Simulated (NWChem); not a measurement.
**Correlation energy of Li (-1)**

```
Li
```
Charge -1, spin multiplicity 1.

The numbers come from NWChem runs, not from measurements.

Basis set: def2-TZVPD. Each correlation energy counts from its own Hartree-Fock reference.

The correlated methods freeze no orbitals. No row is a measurement; the coupled-cluster row has its own basis-set and correlation limits.

**Question.** For the correlation energy, MP2 gives -46.7 mHa and SCS-MP2 gives -55.6 mHa. What do CCSD, CCSD+T(CCSD), CCSD(T) give?

**Answer.** CCSD: -65.9 mHa; CCSD+T(CCSD): -66.1 mHa; CCSD(T): -66.1 mHa.
